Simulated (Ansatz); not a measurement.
C₂H₃F, SMILES `C=CF`. Total charge 0; spin multiplicity 1. All single points use the PBE0-D4/def2-TZVP geometry.

```xyz
6

C    -0.617    0.140    0.304
C     0.573   -0.087   -0.214
F     0.740   -0.780   -1.344
H    -1.519   -0.227   -0.168
H    -0.694    0.707    1.221
H     1.517    0.248    0.201
```

Task: What is the dipole moment at B3LYP/def2-TZVPP? (An estimate is asked.)

Result: Computed: 1.34 D, with components (-0.06, 0.71, 1.14) D in this frame, pointing from negative to positive charge.

Task: And with PBE, r2SCAN, ωB97M-V? (Estimate.)

Result: The calculation gave: PBE 1.20 D, r2SCAN 1.26 D, ωB97M-V 1.34 D.

Task: Give the Mulliken charges with B3LYP, PBE, r2SCAN in def2-TZVPP. (An estimate is asked.)

Result: The calculation gave: 
| atom | B3LYP | PBE | r2SCAN |
| --- | --- | --- | --- |
| C1 | -0.23 | -0.21 | -0.21 |
| C2 | 0.11 | 0.08 | 0.14 |
| F3 | -0.20 | -0.16 | -0.20 |
| H4 | 0.11 | 0.09 | 0.09 |
| H5 | 0.11 | 0.10 | 0.09 |
| H6 | 0.11 | 0.09 | 0.09 |

B3LYP here is the variant with VWN-RPA as its local correlation; programs differ in this.
